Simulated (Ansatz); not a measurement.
Geometry optimisation, RKS PBE0-D4/def2-SVP in Ansatz 0.2.0.

The input (input.yaml):

```yaml
crystal:
  periodic: [false, false, false]
  atoms:
    - { symbol: B, position_ang: [0.4575, 1.207, -0.1056] }
    - { symbol: C, position_ang: [0.1664, -0.3027, -0.3711] }
    - { symbol: "N", position_ang: [-0.4556, -0.912, 0.7986] }
    - { symbol: H, position_ang: [1.5746, 1.7119, -0.1737] }
    - { symbol: H, position_ang: [-0.5045, 1.9546, 0.0968] }
    - { symbol: H, position_ang: [-0.4981, -0.4166, -1.2505] }
    - { symbol: H, position_ang: [1.1758, -0.7766, -0.5832] }
    - { symbol: H, position_ang: [-0.4129, -1.9296, 0.6462] }
    - { symbol: H, position_ang: [-1.4147, -0.5823, 0.9253] }
basis:
  gaussian: { orbitals: def2-SVP }
hamiltonian:
  xc: pbe0
  dispersion: d4
relax:
  f_tol: 0.015
  max_steps: 40
```

Launched with:

```bash
$ ansatz run input.yaml --threads 1 --pin off --max-ram 2048MiB --backend cpu --events-out ev --progress --plain --runs-dir out
```

Q: Where does it end, and by what steps?

A: The run converged. After 32 steps the energy has fallen by 0.313 eV; H6 moved furthest, 0.67 Å.

```json
{"step": "0", "energy less start (eV)": "0.0000", "largest force component (eV/Å)": "1.127", "accepted": "yes"}
{"step": "2", "energy less start (eV)": "-0.1528", "largest force component (eV/Å)": "0.215", "accepted": "yes"}
{"step": "4", "energy less start (eV)": "-0.1813", "largest force component (eV/Å)": "0.314", "accepted": "yes"}
{"step": "6", "energy less start (eV)": "-0.2285", "largest force component (eV/Å)": "0.434", "accepted": "yes"}
{"step": "8", "energy less start (eV)": "-0.2403", "largest force component (eV/Å)": "0.777", "accepted": "no"}
{"step": "10", "energy less start (eV)": "-0.2903", "largest force component (eV/Å)": "0.298", "accepted": "no"}
{"step": "12", "energy less start (eV)": "-0.2982", "largest force component (eV/Å)": "0.017", "accepted": "yes"}
{"step": "14", "energy less start (eV)": "-0.2997", "largest force component (eV/Å)": "0.076", "accepted": "yes"}
{"step": "16", "energy less start (eV)": "-0.3003", "largest force component (eV/Å)": "0.090", "accepted": "yes"}
{"step": "18", "energy less start (eV)": "-0.3007", "largest force component (eV/Å)": "0.046", "accepted": "no"}
{"step": "20", "energy less start (eV)": "-0.3012", "largest force component (eV/Å)": "0.020", "accepted": "yes"}
{"step": "22", "energy less start (eV)": "-0.3004", "largest force component (eV/Å)": "0.225", "accepted": "no"}
{"step": "24", "energy less start (eV)": "-0.3067", "largest force component (eV/Å)": "0.131", "accepted": "yes"}
{"step": "26", "energy less start (eV)": "-0.3107", "largest force component (eV/Å)": "0.134", "accepted": "yes"}
{"step": "28", "energy less start (eV)": "-0.3112", "largest force component (eV/Å)": "0.124", "accepted": "no"}
{"step": "30", "energy less start (eV)": "-0.3119", "largest force component (eV/Å)": "0.041", "accepted": "yes"}
{"step": "32", "energy less start (eV)": "-0.3125", "largest force component (eV/Å)": "0.007", "accepted": "yes"}
```

```xyz
9
Properties=species:S:1:pos:R:3
B 0.407 1.172 -0.162
C 0.366 -0.331 -0.051
N -0.510 -1.074 0.737
H 1.322 1.689 -0.759
H -0.533 1.822 0.245
H -0.095 0.100 -1.112
H 1.229 -0.911 -0.406
H -0.813 -1.966 0.362
H -1.283 -0.548 1.129
```

Time of the run: 70 s on 1 thread of Arm Neoverse V1, on a shared host, peak memory 0.14 GiB.
